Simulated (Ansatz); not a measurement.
Ansatz (a program for electronic structure) input (B3LYP-D3(BJ)/def2-TZVP):

Ansatz 0.2 input:
```yaml
crystal:
  periodic: [false, false, false]
  atoms:
    - {symbol: C, position_ang: [0.05765270, -0.61193369, 0.00709182]}
    - {symbol: C, position_ang: [1.44620331, -0.12663888, 0.00068453]}
    - {symbol: C, position_ang: [-0.92210176, 0.57797944, -0.01296879]}
    - {symbol: H, position_ang: [-0.14405951, -1.20183795, 0.90363195]}
    - {symbol: H, position_ang: [-0.14373771, -1.22596667, -0.87406663]}
    - {symbol: Cl, position_ang: [-2.61276219, 0.00860188, -0.00459577]}
    - {symbol: H, position_ang: [1.92199099, 0.14460534, -0.92127088]}
    - {symbol: H, position_ang: [1.94828274, 0.10399362, 0.92007305]}
    - {symbol: H, position_ang: [-0.79057628, 1.20363755, 0.86935845]}
    - {symbol: H, position_ang: [-0.79011891, 1.17491686, -0.91474501]}
basis:
  gaussian:
    orbitals: def2-TZVP
hamiltonian:
  xc: b3lyp
  dispersion: d3bj
magnetization: {spin_polarized: true, initial_magnetization: 1}
relax: {f_tol: 0.002, max_steps: 150}
```

Output:

```
Functional definition: B3LYP
integrals: 0.08 GiB planned
1067 factors; their error is unknown
mean field: 0.95 GiB planned
mean field evaluation 1: about -15722.3914 eV, gradient 4.4e1 eV
mean field evaluation 2: about -15712.7371 eV, gradient 6.0e1 eV
mean field evaluation 4: about -15732.0979 eV, gradient 2.6e0 eV
mean field evaluation 8: about -15732.1273 eV, gradient 8.6e-2 eV
mean field evaluation 16: about -15732.1337 eV, gradient 8.9e-5 eV
mean field -15732.13373927 eV, -578.1452512950 hartree, gradient 1.1e-5 eV, S^2 0.753940; 0 other end points of the search recorded, 0 dependent functions left out
the calculation of the forces begins
reference -15732.13400162 eV, -578.1452609361 hartree; 21, 20 occupied and 145, 146 virtual orbitals, 1067 factors
relax step   1: F+E_penalty+E_count = -15732.46515148 eV  Δ(F+E_penalty+E_count) = +0.000e0 eV  max|allowed force component| = 4.745e-1 eV/Å  Δτ_max = 0.0000 Å  (31 SCF iters, accepted)
these checks for a lower state are left out or cut short: starts, cluster_reference, orbital_swaps, neighbouring_geometries, increment
integrals: 0.08 GiB planned
1067 factors; their error is unknown
mean field: 0.94 GiB planned
mean field -15732.14892696 eV, -578.1458094323 hartree, gradient 1.2e-5 eV, S^2 0.753995; 0 other end points of the search recorded, 0 dependent functions left out
the calculation of the forces begins
reference -15732.14919071 eV, -578.1458191247 hartree; 21, 20 occupied and 145, 146 virtual orbitals, 1067 factors
relax step   2: F+E_penalty+E_count = -15732.47830418 eV  Δ(F+E_penalty+E_count) = -1.315e-2 eV  max|allowed force component| = 3.656e-1 eV/Å  Δτ_max = 0.0295 Å  (34 SCF iters, accepted)
these checks for a lower state are left out or cut short: starts, cluster_reference, orbital_swaps, neighbouring_geometries, increment
integrals: 0.08 GiB planned
1067 factors; their error is unknown
mean field: 0.94 GiB planned
mean field evaluation 32: about -15732.1522 eV, gradient 1.0e-5 eV
mean field -15732.15218970 eV, -578.1459293356 hartree, gradient 1.0e-5 eV, S^2 0.754013; 0 other end points of the search recorded, 0 dependent functions left out
the calculation of the forces begins
reference -15732.15245333 eV, -578.1459390238 hartree; 21, 20 occupied and 145, 146 virtual orbitals, 1067 factors
relax step   3: F+E_penalty+E_count = -15732.48119725 eV  Δ(F+E_penalty+E_count) = -2.893e-3 eV  max|allowed force component| = 1.816e-1 eV/Å  Δτ_max = 0.0106 Å  (35 SCF iters, accepted)
these checks for a lower state are left out or cut short: starts, cluster_reference, orbital_swaps, neighbouring_geometries, increment
integrals: 0.08 GiB planned
1067 factors; their error is unknown
mean field: 0.94 GiB planned
mean field -15732.15281058 eV, -578.1459521526 hartree, gradient 1.0e-5 eV, S^2 0.753994; 0 other end points of the search recorded, 0 dependent functions left out
the calculation of the forces begins
reference -15732.15307393 eV, -578.1459618307 hartree; 21, 20 occupied and 145, 146 virtual orbitals, 1067 factors
relax step   4: F+E_penalty+E_count = -15732.48178568 eV  Δ(F+E_penalty+E_count) = -5.884e-4 eV  max|allowed force component| = 5.884e-2 eV/Å  Δτ_max = 0.0079 Å  (35 SCF iters, accepted)
these checks for a lower state are left out or cut short: starts, cluster_reference, orbital_swaps, neighbouring_geometries, increment
integrals: 0.08 GiB planned
1067 factors; their error is unknown
mean field: 0.94 GiB planned
mean field -15732.15298631 eV, -578.1459586107 hartree, gradient 1.0e-5 eV, S^2 0.754002; 0 other end points of the search recorded, 0 dependent functions left out
the calculation of the forces begins
reference -15732.15324981 eV, -578.1459682939 hartree; 21, 20 occupied and 145, 146 virtual orbitals, 1067 factors
relax step   5: F+E_penalty+E_count = -15732.48192132 eV  Δ(F+E_penalty+E_count) = -1.356e-4 eV  max|allowed force component| = 5.469e-3 eV/Å  Δτ_max = 0.0034 Å  (35 SCF iters, accepted)
these checks for a lower state are left out or cut short: starts, cluster_reference, orbital_swaps, neighbouring_geometries, increment
integrals: 0.08 GiB planned
1067 factors; their error is unknown
mean field: 0.94 GiB planned
mean field -15732.15297078 eV, -578.1459580397 hartree, gradient 1.0e-5 eV, S^2 0.754002; 0 other end points of the search recorded, 0 dependent functions left out
the calculation of the forces begins
reference -15732.15323435 eV, -578.1459677258 hartree; 21, 20 occupied and 145, 146 virtual orbitals, 1067 factors
relax step   6: F+E_penalty+E_count = -15732.48193078 eV  Δ(F+E_penalty+E_count) = -9.460e-6 eV  max|allowed force component| = 2.566e-3 eV/Å  Δτ_max = 0.0054 Å  (35 SCF iters, accepted)
these checks for a lower state are left out or cut short: starts, cluster_reference, orbital_swaps, neighbouring_geometries, increment
integrals: 0.08 GiB planned
1067 factors; their error is unknown
mean field: 0.94 GiB planned
mean field -15732.15296581 eV, -578.1459578571 hartree, gradient 1.0e-5 eV, S^2 0.754001; 0 other end points of the search recorded, 0 dependent functions left out
the calculation of the forces begins
reference -15732.15322945 eV, -578.1459675459 hartree; 21, 20 occupied and 145, 146 virtual orbitals, 1067 factors
relax step   7: F+E_penalty+E_count = -15732.48193561 eV  Δ(F+E_penalty+E_count) = -4.827e-6 eV  max|allowed force component| = 2.938e-3 eV/Å  Δτ_max = 0.0051 Å  (34 SCF iters, accepted)
these checks for a lower state are left out or cut short: starts, cluster_reference, orbital_swaps, neighbouring_geometries, increment
integrals: 0.08 GiB planned
1067 factors; their error is unknown
mean field: 0.94 GiB planned
mean field evaluation 64: about -15732.1526 eV, gradient 3.5e-1 eV
mean field -15732.15297165 eV, -578.1459580719 hartree, gradient 1.0e-5 eV, S^2 0.754002; 0 other end points of the search recorded, 0 dependent functions left out
the calculation of the forces begins
reference -15732.15323542 eV, -578.1459677651 hartree; 21, 20 occupied and 145, 146 virtual orbitals, 1067 factors
relax step   8: F+E_penalty+E_count = -15732.48194116 eV  Δ(F+E_penalty+E_count) = -5.556e-6 eV  max|allowed force component| = 3.662e-3 eV/Å  Δτ_max = 0.0099 Å  (35 SCF iters, accepted)
these checks for a lower state are left out or cut short: starts, cluster_reference, orbital_swaps, neighbouring_geometries, increment
integrals: 0.08 GiB planned
1067 factors; their error is unknown
mean field: 0.94 GiB planned
mean field -15732.15297844 eV, -578.1459583215 hartree, gradient 1.0e-5 eV, S^2 0.754001; 0 other end points of the search recorded, 0 dependent functions left out
the calculation of the forces begins
reference -15732.15324225 eV, -578.1459680163 hartree; 21, 20 occupied and 145, 146 virtual orbitals, 1067 factors
relax step   9: F+E_penalty+E_count = -15732.48194249 eV  Δ(F+E_penalty+E_count) = -1.331e-6 eV  max|allowed force component| = 1.760e-3 eV/Å  Δτ_max = 0.0044 Å  (34 SCF iters, accepted)
these checks for a lower state are left out or cut short: starts, cluster_reference, orbital_swaps, neighbouring_geometries, increment
integrals: 0.08 GiB planned
1067 factors; their error is unknown
mean field: 0.94 GiB planned
mean field -15732.15298741 eV, -578.1459586509 hartree, gradient 1.0e-5 eV, S^2 0.754002; 0 other end points of the search recorded, 0 dependent functions left out
the calculation of the forces begins
reference -15732.15325122 eV, -578.1459683459 hartree; 21, 20 occupied and 145, 146 virtual orbitals, 1067 factors
relax step  10: F+E_penalty+E_count = -15732.48194255 eV  Δ(F+E_penalty+E_count) = -5.360e-8 eV  max|allowed force component| = 1.117e-3 eV/Å  Δτ_max = 0.0022 Å  (34 SCF iters, accepted)
integrals: 0.08 GiB planned
1067 factors; their error is unknown
mean field: 0.94 GiB planned
mean field evaluation 96: about -15732.1463 eV, gradient 2.0e-1 eV
mean field -15732.15298741 eV, -578.1459586509 hartree, gradient 1.0e-5 eV, S^2 0.754002; 1 other end points of the search recorded, 0 dependent functions left out
the calculation of the forces begins
reference -15732.15325122 eV, -578.1459683459 hartree; 21, 20 occupied and 145, 146 virtual orbitals, 1067 factors
Total energy: -15732.48220636 eV, -578.1580572244 hartree
Atom 0 at     0.054721    -0.600512     0.002924 Å, force    -0.000071     0.000006     0.000616 eV/Å
Atom 1 at     1.460677    -0.119547    -0.000608 Å, force     0.001110    -0.000895     0.000033 eV/Å
Atom 2 at    -0.925962     0.576573    -0.008556 Å, force    -0.001117     0.000680    -0.000721 eV/Å
Atom 3 at    -0.148870    -1.205737     0.889265 Å, force     0.000029    -0.000165    -0.000139 eV/Å
Atom 4 at    -0.147677    -1.222184    -0.872201 Å, force    -0.000403     0.000246     0.000256 eV/Å
Atom 5 at    -2.643272     0.003721    -0.003923 Å, force    -0.000206    -0.000123     0.000041 eV/Å
Atom 6 at     1.969501     0.102957    -0.928387 Å, force     0.000020     0.000510     0.000145 eV/Å
Atom 7 at     1.966995     0.123617     0.923367 Å, force    -0.000134     0.000375    -0.000245 eV/Å
Atom 8 at    -0.808068     1.202626     0.872291 Å, force     0.000490    -0.000573    -0.000367 eV/Å
Atom 9 at    -0.807273     1.185844    -0.900980 Å, force     0.000283    -0.000061     0.000382 eV/Å
Dipole moment:     0.400991     0.101843    -0.000818 e Å
```

It need not be the lowest isomer of its formula.
